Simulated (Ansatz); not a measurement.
## How the band gap of rock-salt PbTe moves with the method

No measured value is used here.

Unless a cell is named, each level is at its own relaxed cell (r²SCAN+rVV10 34.17, LC-ωPBE 33.86 Å³/atom).

Q: Put these levels in order of the band gap that they give for rock-salt PbTe, smallest first: Hartree–Fock (Ansatz, an electronic-structure program), LC-ωPBE (Ansatz), RPBE (Ansatz), r²SCAN+rVV10 (Ansatz).

A: RPBE (0.80 eV), r²SCAN+rVV10 (1.01 eV), LC-ωPBE (4.75 eV), Hartree–Fock (5.26 eV)

Computed values are for a static lattice. Levels without +SOC have no spin–orbit coupling; where heavier elements are present it shifts gaps, mostly down, and can invert bands.  Values are at the level's own equilibrium cell; RPBE at the measured cell; Hartree–Fock at the measured cell. Cutoffs and k meshes differ between the levels. Ansatz's density-functional and Hartree–Fock values are scalar-relativistic unless marked +SOC, with PAW data made under PBE.
